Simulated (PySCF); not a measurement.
C3H3Cl2 (doublet state).
SMILES with atom numbers: `[CH2:1]=[C:2][CH:3]([Cl:4])[Cl:5]` (hydrogens: H6, H7 on C1; H8 on C3)

Cartesian coordinates in Å at the GFN2-xTB level; atoms count from 1:
```xyz
8
C3H3Cl2 angstrom
C      1.5344   -0.0539    0.0678
C      0.3320    0.1910   -0.3208
C     -1.0526    0.1115   -0.2880
Cl    -1.6124   -1.2657    0.9900
Cl    -1.8210    1.6109    0.2436
H      1.7660   -0.7290    0.8887
H      2.3963    0.3897   -0.4091
H     -1.5336   -0.2451   -1.1967
```

The hyperfine couplings belong to this conformer and change with its torsions.

Method used: UKS B3LYP, pcH-1 on C Cl H, non-relativistic, mean-field spin-orbit, GIAO in PySCF 2.14.0. Geometry: GFN2-xTB, one conformer, isolated molecule. A GFN2-xTB geometry isn't a minimum of the functional, and hyperfine couplings can be far from their values at a DFT geometry. Stability of the SCF solution: not tested.

(1) Where do the isotropic ENDOR lines of C2, C3, C1, H6, H7, H8 and Cl4/Cl5 fall at 1212.1 mT, to first order?

(2) Which pairs are centred on the nuclear Larmor frequency, and which on half the coupling?

(3) At what field would the lower line of Cl4/Cl5 fall to zero frequency?

Answers

(1) For S = 1/2 in fast tumbling each set of equivalent nuclei gives two lines, ν± = |νn ± a/2| to first order, with νn = g_N μN B/h and μN/h = 7.62259 MHz/T.

```json
{"nuclei": "C2", "isotope": "13C", "g_N": "1.4048", "νn (MHz)": "12.98", "a_iso (MHz)": "148.50", "lower line (MHz)": "61.27", "upper line (MHz)": "87.23"}
{"nuclei": "C3", "isotope": "13C", "g_N": "1.4048", "νn (MHz)": "12.98", "a_iso (MHz)": "51.34", "lower line (MHz)": "12.69", "upper line (MHz)": "38.65"}
{"nuclei": "C1", "isotope": "13C", "g_N": "1.4048", "νn (MHz)": "12.98", "a_iso (MHz)": "-31.80", "lower line (MHz)": "2.92", "upper line (MHz)": "28.88"}
{"nuclei": "H6", "isotope": "1H", "g_N": "5.5857", "νn (MHz)": "51.61", "a_iso (MHz)": "164.32", "lower line (MHz)": "30.55", "upper line (MHz)": "133.77"}
{"nuclei": "H7", "isotope": "1H", "g_N": "5.5857", "νn (MHz)": "51.61", "a_iso (MHz)": "125.03", "lower line (MHz)": "10.91", "upper line (MHz)": "114.12"}
{"nuclei": "H8", "isotope": "1H", "g_N": "5.5857", "νn (MHz)": "51.61", "a_iso (MHz)": "29.05", "lower line (MHz)": "37.08", "upper line (MHz)": "66.14"}
{"nuclei": "Cl4/Cl5", "isotope": "35Cl", "g_N": "0.5479", "νn (MHz)": "5.06", "a_iso (MHz)": "18.16", "lower line (MHz)": "4.02", "upper line (MHz)": "14.14"}
```

The rows for 13C, of low natural abundance, apply to labelled samples.

(2) Centred on νn, since |a| < 2νn: H8. Centred on |a|/2 and split by 2νn: C2, C3, C1, H6, H7 and Cl4/Cl5.

(3) Where νn = |a|/2, that is B = 9.08 MHz/(0.5479 × 7.62259 MHz/T) = 2170 mT, as far as first order holds there.

Nuclei that the bonding pattern makes equivalent are averaged, as if the motion that swaps them (rotation, inversion, ring flip) were fast. The 35Cl value of +18.2 MHz is a mean of couplings from 3.4 to 32.9 MHz in this one geometry, not an average over conformers.

Main isotope only: 35Cl (natural samples also hold 24 % 37Cl, magnetic too, which adds its own pattern).

The Mulliken spin populations are largest on C2 (+0.85), Cl4 (+0.22), C1 (-0.15) and H6 (+0.08).

Time: 39 s wall (with the writing of density and orbital grids); peak memory 0.60 GiB. Hardware: an Arm Neoverse N1 with one thread, no GPU, on a shared host.
